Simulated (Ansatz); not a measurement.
Geometry optimisation, RKS PBE0-D4/def2-SVP (Ansatz 0.2.0).

The input (input.yaml):

```yaml
crystal:
  periodic: [false, false, false]
  atoms:
    - { symbol: B, position_ang: [0.0, 0.0, 0.0] }
    - { symbol: H, position_ang: [0.0, 0.0, 1.19] }
    - { symbol: F, position_ang: [1.1431, 0.0, -0.66] }
    - { symbol: F, position_ang: [-1.1431, 0.0, -0.66] }
basis:
  gaussian: { orbitals: def2-SVP }
hamiltonian:
  xc: pbe0
  dispersion: d4
relax:
  f_tol: 0.02
  max_steps: 40
output:
  orbitals: {}
```

Launched with:

```bash
$ ansatz run input.yaml --threads 1 --pin off --max-ram 2048MiB --backend cpu --events-out ev --progress --plain --runs-dir out
```

Question: Where does it end, and by what steps?

Answer: It converged. After 3 steps the energy has fallen by 0.011 eV; F3 moved furthest, 0.02 Å.

```csv
step,energy less start (eV),largest force component (eV/Å),accepted
0,0.0000,0.481,yes
1,-0.0091,0.193,yes
2,-0.0108,0.030,yes
3,-0.0108,0.006,yes
```

```xyz
4
Properties=species:S:1:pos:R:3
B 0.000 0.000 0.005
H 0.000 0.000 1.207
F 1.125 0.000 -0.671
F -1.125 0.000 -0.671
```

Whether the end is a true minimum wasn't checked by a vibrational analysis.

Time of the run: 3.9 s on 1 thread of Arm Neoverse V1, on a shared host, peak memory 0.099 GiB.
